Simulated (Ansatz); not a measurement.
Total energies of H₂S₃ from Ansatz at PBE-D4/def2-TZVP, gas phase (1 Eh = 27.2114 eV = 2625.5 kJ/mol). The reference geometry is relaxed at r2SCAN-D4/def2-TZVP.

```xyz
5

S    -0.181   -0.935    1.381
S    -0.995   -0.056   -0.291
S     0.492    0.953   -1.291
H    -0.284    0.111    2.227
H     0.968   -0.072   -2.027
```

```tsv
state	geometry	energy (Eh)
charge 0 singlet	reference	-1195.32376
charge 1 doublet	reference	-1194.98139
charge 1 doublet	relaxed at r2SCAN-D4/def2-TZVP	-1195.00579
free S atom (triplet)	–	-397.93833
free H atom (doublet)	–	-0.49962
```

(1) Work out the vertical ionisation energy to the doublet.

(2) How much does the charge 1 doublet relax, and what is the adiabatic ionisation energy?

(3) What is the binding energy per atom against free atoms?

(1) E(charge 1 doublet) − E(charge 0 singlet) = -1194.98139 − (-1195.32376) = 0.34237 Eh = 9.32 eV. For comparison, −ε of the highest occupied level is 6.27 eV at this level, 3.05 eV less.

(2) Relaxation: -1194.98139 − (-1195.00579) = 0.02440 Eh = 0.66 eV. Adiabatic ionisation energy: 0.31797 Eh = 8.65 eV, without zero-point energy. 

(3) Atoms: 3 × (-397.93833) + 2 × (-0.49962) = -1194.81423 Eh. Binding: -1194.81423 − (-1195.32376) = 0.50953 Eh = 13.87 eV, or 2.77 eV for each of 5 atoms (no zero-point energy, no counterpoise term).
